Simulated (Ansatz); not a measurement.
A nudged elastic band was laid between two geometries of BFH₂O (5 atoms, charge 0, multiplicity 1).

Level of theory: RKS PBE-D4/def2-SVP (Ansatz 0.2.0).

```
movable images  : 5
climbing image  : yes
spring          : 5.0 eV/Å²
optimiser       : quadratic models (default)
start path      : through a guess of the saddle point
force threshold : 0.03 eV/Å
iteration limit : 60
end points      : relaxed
```

First end point:

```xyz
5
Properties=species:S:1:pos:R:3
B 0.385 -0.015 0.084
O 0.578 -0.119 1.419
H -0.263 -0.210 1.907
H 1.341 0.104 -0.651
F -0.857 -0.042 -0.427
```

Last end point:

```xyz
5
Properties=species:S:1:pos:R:3
B -0.251 -0.487 -0.791
O 0.763 0.380 1.320
H 0.517 -0.421 1.825
H 1.482 0.038 0.751
F -1.326 0.208 -0.774
```

Which bonds break or form, and what moves?

Bonds broken: B1–O2, B1–H4. Bonds formed: O2–H4. BFH2O becomes BF + H2O.

Give the energies along the band, and the barrier.

The run converged. The highest image is number 4 of 0 to 6, 4.43 eV above the first end and 0.50 eV above the last; the last end lies 3.93 eV above the first. Neighbouring images differ by up to 2.0 eV, so the band resolves the path poorly. A vibrational analysis at the climbing image gives one clearly imaginary mode, 1211i cm⁻¹: a first-order saddle point. The orbitals stay closed-shell, which can raise the energy where a bond breaks towards radicals; this wasn't checked here.

| image | path coordinate (Å) | energy (eV) | B1–O2 (Å) | B1–H4 (Å) | O2–H4 (Å) |
| --- | --- | --- | --- | --- | --- |
| 0 | 0.00 | 0.00 | 1.35 | 1.21 | 2.22 |
| 1 | 0.44 | 0.29 | 1.35 | 1.21 | 2.13 |
| 2 | 0.88 | 1.14 | 1.36 | 1.21 | 1.93 |
| 3 | 1.32 | 3.12 | 1.45 | 1.27 | 1.53 |
| 4 | 1.76 | 4.43 | 1.64 | 1.50 | 1.13 |
| 5 | 2.35 | 3.98 | 2.22 | 2.09 | 0.98 |
| 6 | 2.94 | 3.93 | 2.50 | 2.38 | 0.98 |

What is the geometry of the highest image?


```xyz
5
Properties=species:S:1:pos:R:3
B 0.136 0.053 -0.440
O 0.639 0.260 1.103
H 0.219 -0.380 1.738
H 1.369 -0.206 0.374
F -1.177 -0.008 -0.443
```

The run took 99 s on 1 thread of AMD EPYC 7R43 64-Core Processor (Zen 3), with other jobs on the host, peak memory 0.11 GiB.
